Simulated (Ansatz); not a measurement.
Two members of one family ((X3Si)2Y), computed with Ansatz in the gas phase. The two geometries come from different levels. Binding counts from free atoms in the multiplicity of their measured ground term, without zero-point energy. A dash marks a value that wasn't run or was left out as unsound. The structures are stationary points that may keep the symmetry of their start.

First: (H3Si)2S (singlet, charge 0, PBE-D4/def2-TZVP geometry).

Cartesian coordinates in Å:
```
Si 0.126 1.572 0.374
H -1.208 1.462 1.040
H -0.083 1.840 -1.082
H 0.913 2.681 0.989
S 1.286 -0.216 0.668
Si -0.039 -1.587 -0.329
H -0.215 -1.213 -1.765
H -1.381 -1.610 0.331
H 0.602 -2.930 -0.225
```

```json
{"level": "PBE-D4/def2-TZVP", "HOMO (eV)": "-6.35", "LUMO (eV)": "-1.11", "gap (eV)": "5.24", "vertical IE (eV)": "9.39", "vertical triplet (eV)": "5.22", "binding per atom (eV)": "3.00"}
{"level": "r2SCAN-D4/def2-TZVP", "HOMO (eV)": "-6.63", "LUMO (eV)": "-0.74", "gap (eV)": "5.89", "vertical IE (eV)": "9.49", "vertical triplet (eV)": "5.46", "binding per atom (eV)": "3.04"}
{"level": "B3LYP-D4/def2-TZVP", "HOMO (eV)": "-7.29", "LUMO (eV)": "-0.44", "gap (eV)": "6.84", "vertical IE (eV)": "–", "vertical triplet (eV)": "–", "binding per atom (eV)": "3.03"}
{"level": "PBE0-D4/def2-SVP", "HOMO (eV)": "-7.47", "LUMO (eV)": "0.01", "gap (eV)": "7.48", "vertical IE (eV)": "–", "vertical triplet (eV)": "–", "binding per atom (eV)": "2.97"}
{"level": "ωB97M-V/def2-TZVP", "HOMO (eV)": "-9.70", "LUMO (eV)": "1.46", "gap (eV)": "11.15", "vertical IE (eV)": "–", "vertical triplet (eV)": "–", "binding per atom (eV)": "3.05"}
```

Second: (H3Si)2NH (singlet, charge 0, B3LYP-D4/def2-TZVP geometry).

Cartesian coordinates in Å:
```
Si 1.110 0.871 0.683
H 1.353 2.310 0.407
H 0.351 0.716 1.943
H 2.438 0.225 0.845
N 0.164 0.168 -0.584
Si -1.176 -0.924 -0.473
H -2.246 -0.522 -1.419
H -1.677 -0.871 0.917
H -0.809 -2.327 -0.795
H 0.491 0.356 -1.524
```

Problem. Estimate the same table for the second.

Solution. 
| level | HOMO (eV) | LUMO (eV) | gap (eV) | vertical IE (eV) | vertical triplet (eV) | binding per atom (eV) |
| --- | --- | --- | --- | --- | --- | --- |
| PBE-D4/def2-TZVP | -6.17 | -0.91 | 5.26 | 9.26 | 5.21 | 3.17 |
| r2SCAN-D4/def2-TZVP | -6.47 | -0.46 | 6.02 | 9.35 | 5.43 | 3.19 |
| B3LYP-D4/def2-TZVP | -7.28 | -0.29 | 7.00 | – | – | 3.22 |
| PBE0-D4/def2-SVP | -7.37 | 0.46 | 7.83 | – | – | 3.13 |
| ωB97M-V/def2-TZVP | -9.80 | 1.53 | 11.33 | – | – | 3.22 |
